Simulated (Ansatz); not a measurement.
Geometry optimisation, Ansatz 0.2.0, RKS PBE/def2-TZVP.

The input (input.yaml):

```yaml
crystal:
  periodic: [false, false, false]
  atoms:
    - { symbol: Si, position_ang: [0.118907, -0.024119, 0.076846] }
    - { symbol: H, position_ang: [0.416359, 0.020921, 1.500257] }
    - { symbol: H, position_ang: [1.561549, 0.085696, -0.03782] }
    - { symbol: O, position_ang: [-0.651073, 1.290506, -0.585231] }
    - { symbol: H, position_ang: [-1.616794, 1.265887, -0.588058] }
    - { symbol: H, position_ang: [-0.474947, -1.319291, -0.367094] }
basis:
  gaussian: { orbitals: def2-TZVP }
hamiltonian:
  xc: pbe
relax:
  f_tol: 0.03
  max_steps: 50
```

Run as:

```bash
$ ansatz run input.yaml --threads 2 --pin off --max-ram 3072MiB --backend cpu --events-out ev --progress --plain --runs-dir out
```

Where does it end, and by what steps?

The forces met the threshold. After 7 steps the energy has fallen by 0.467 eV; H2 moved furthest, 0.34 Å.

```
step  energy less start (eV)  largest force component (eV/Å)  accepted
   0                  0.0000                           1.403       yes
   1                 -0.4082                           0.415       yes
   2                 -0.4606                           0.139       yes
   3                 -0.4644                           0.294       yes
   4                 -0.4651                           0.390       yes
   5                 -0.4657                           0.147       yes
   6                 -0.4674                           0.031       yes
   7                 -0.4675                           0.001       yes
```

```xyz
6
Properties=species:S:1:pos:R:3
Si 0.185 -0.026 0.110
H 0.091 0.042 1.604
H 1.607 0.097 -0.315
O -0.607 1.244 -0.623
H -1.558 1.315 -0.453
H -0.364 -1.352 -0.324
```

Whether the end is a true minimum wasn't checked by a vibrational analysis.

The run took 3.8 s on 2 threads of Intel(R) Xeon(R) 6975P-C (Granite Rapids) (shared host), peak memory 0.14 GiB.
